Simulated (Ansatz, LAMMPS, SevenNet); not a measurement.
Elastic constant C44 of zinc-blende InP: levels of theory against measurement

Reference value: 45.6 GPa (measured, temperature not stated, no zero-point or thermal correction; as tabulated in Oses et al. (2018), arXiv:1811.08464).

```json
[
 {"level (code)": "Vashishta InP.vashishta (LAMMPS)", "value (GPa)": "37.1", "cell (Å³/atom)": "25.26", "difference (%)": "-18.6"},
 {"level (code)": "SevenNet-l3i5", "value (GPa)": "42.4", "cell (Å³/atom)": "26.39", "difference (%)": "-7.0"},
 {"level (code)": "LDA (Ansatz)", "value (GPa)": "45.4", "cell (Å³/atom)": "24.73", "difference (%)": "-0.4"},
 {"level (code)": "PBE (Ansatz)", "value (GPa)": "41.4", "cell (Å³/atom)": "26.45", "difference (%)": "-9.2"},
 {"level (code)": "PBE-D3(BJ) (Ansatz)", "value (GPa)": "42.3", "cell (Å³/atom)": "25.59", "difference (%)": "-7.2"},
 {"level (code)": "r²SCAN (Ansatz)", "value (GPa)": "45.9", "cell (Å³/atom)": "25.77", "difference (%)": "+0.7"},
 {"level (code)": "B3LYP (VWN-RPA form) (Ansatz)", "value (GPa)": "45.7", "cell (Å³/atom)": "26.80", "difference (%)": "+0.2"}
]
```

The reference's temperature isn't stated, so close values are not ranked against it.

The measured value isn't corrected to a static lattice, so vibrations enter the comparison. A static lattice is as a rule stiffer than a warm one, by over a tenth in soft solids.  PBE-D3(BJ): the dispersion coefficients are held fixed in the derivatives. Each level is taken at its own relaxed cell. Cutoffs and k meshes differ between the levels. Ansatz's density-functional and Hartree–Fock values are scalar-relativistic unless marked +SOC, with PAW data made under PBE.

Empirical potentials (Vashishta InP.vashishta) are fitted to chosen data: where that held the value shown, agreement is built in, and what lay outside the fit can be far off. Machine-learned potentials (SevenNet-l3i5) are trained on DFT data: a solid inside that data is no test of them.

Differences are worked out from the printed values.

Ansatz is a quantum-chemistry and plane-wave program.
